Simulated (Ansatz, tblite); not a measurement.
Cost and result up the ladder for Al2H3⁺ (the lowest singlet isomer of a short search) (5 atoms). Total charge 1; singlet. Geometry: PBE-D4/def2-TZVP.

```xyz
5

Al    1.310   -0.109   -0.791
Al   -1.000    0.081    0.603
H    -1.792   -1.283    0.592
H     2.669   -0.215   -1.610
H    -1.186    1.527    1.206
```

Ansatz on 2 threads of Intel Xeon Platinum 8488C on a shared host; xTB runs through tblite on one thread. Times are rough, summed over both states, and most runs start from the orbitals of an earlier one. PBE-QIDH/def2-TZVP serves as the yardstick here, not as an exact answer. Differences are given only for rows in sets of like size (and for xTB, whose basis is part of the method), since another set adds its own error. The other state is a triplet at its own geometry, which has other bonds, so the gap mixes isomer and spin.

The xTB rows come from tblite. LC-ωPBE has ω = 0.4 bohr⁻¹. HSE06 is defined as in plane-wave codes, on full-range PBE exchange. Correlated methods freeze 10 core orbitals. The structure comes from a short search, and lower isomers may exist.

Correlated methods converge slowly with the basis (MP2 moves by 0.02 eV from def2-TZVP to def2-QZVPP here).

xTB has no spin-polarisation term.

```
                            level  functions  wall time  triplet − singlet (eV)  difference from PBE-QIDH/def2-TZVP (eV)
                         GFN1-xTB         24    0.006 s                    2.15                                     0.52
                        HF/STO-3G         21     0.15 s                    2.59                                        –
                     HF/def2-TZVP         92      0.6 s                    1.41                                    -0.23
            LDA (SPW92)/def2-TZVP         92      0.7 s                    1.42                                    -0.21
                    MP2/def2-TZVP         92      0.8 s                    1.73                                     0.09
                 PBE-D4/def2-TZVP         92      1.2 s                    1.40                                    -0.23
               HSE06-D4/def2-TZVP         92      1.7 s                    1.49                                    -0.15
                LC-ωPBE/def2-TZVP         92      1.7 s                    1.62                                    -0.01
               PBE-QIDH/def2-TZVP         92      2.2 s                    1.64                                     0.00
             r2SCANh-D4/def2-TZVP         92      2.5 s                    1.28                                    -0.35
r2SCAN-D4/def2-TZVP (with forces)         92      2.5 s                    1.25                                    -0.39
             r2SCAN0-D4/def2-TZVP         92      2.5 s                    1.34                                    -0.30
                 B97M-V/def2-TZVP         92      3.6 s                    1.55                                    -0.09
                ωB97M-V/def2-TZVP         92      4.2 s                    1.85                                     0.21
```
